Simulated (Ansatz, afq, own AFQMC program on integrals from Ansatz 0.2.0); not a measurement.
## Where AFQMC and coupled cluster stand for BOF, singlet

| atom | x (Å) | y (Å) | z (Å) |
| --- | --- | --- | --- |
| O | 0.9829 | -0.5647 | 0.4798 |
| B | 0.0205 | -0.0123 | 0.0099 |
| F | -1.0034 | 0.5770 | -0.4898 |

Connectivity, by distances: O–B–F.

Basis def2-TZVP. Noble-gas cores (and the filled d shells of Ga–Kr and In–Xe) are frozen. Ansatz 0.2.0 and our own AFQMC program on the same integrals; the CISD trial comes from CCSD amplitudes, and released means the phaseless constraint is let go. ± is one standard error of the sampling.

Determinant: RHF, the one that the program's search chose, which needn't be the lowest solution. The geometry is a PBE0/def2-SVP stationary point of this or a neighbouring charge and spin state.

No full CI on the walks' own integrals is used here; CCSDT(Q) serves as the reference and is uncertain by about the last step of the cluster series.

```
T1 diagnostic                               : 0.0158
weight of the determinant in the CISD state : 0.877
size of the correlated space                : 16 electrons in 90 orbitals
```

```csv
level,correlation energy (eV)
MP2,-15.4203
CCSD,-15.3503
CCSD(T),-15.9155
```

Problem. Estimate where AFQMC with the constraint released lies against CCSD(T) on the same integrals.

Solution. 0.64 ± 0.27 kcal/mol below CCSD(T).

Reference: CCSDT(Q), correlation energy -15.954 eV. The released energy is read at 1.50 1/Eh (meV from the phaseless value at times in 1/Eh: -1 ± 5 at 0.24, 1 ± 6 at 0.51, -4 ± 8 at 0.99, 1 ± 12 at 1.50).

```json
{"level": "CCSD(T)", "E − E(reference) (kcal/mol)": "0.89", "share of correlation (%)": "99.76"}
{"level": "CCSDT", "E − E(reference) (kcal/mol)": "0.81", "share of correlation (%)": "99.78"}
{"level": "ph-AFQMC/CISD", "E − E(reference) (kcal/mol)": "0.23 ± 0.17", "share of correlation (%)": "99.94"}
{"level": "released AFQMC", "E − E(reference) (kcal/mol)": "0.25 ± 0.27", "share of correlation (%)": "99.93"}
```

A walk keeps the symmetry of its determinant, which the program's search chose and which needn't be the lowest solution, so a lower state of the same spin and another symmetry isn't excluded. Released energies are given only where the last usable release times agree within the noise; a slower fall can still hide under it.
